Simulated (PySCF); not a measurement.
A structure optimised at PBE0-D3(BJ)/def2-TZVP, used in a PySCF frequency run:

```xyz
9

C      1.1601     0.0000    -0.1937
O      0.0000     0.0000     0.5882
C     -1.1601     0.0000    -0.1937
H      1.2140     0.8907    -0.8363
H      1.2140    -0.8907    -0.8363
H      2.0155     0.0000     0.4822
H     -1.2140     0.8907    -0.8363
H     -2.0155     0.0000     0.4822
H     -1.2140    -0.8907    -0.8363
```
Charge 0, spin multiplicity 1.

Write its SMILES, formula and point group.

COC, C₂H₆O, C2v

What are its rotational constants (standard atomic weights)?

39.472, 10.177, 9.0144 GHz
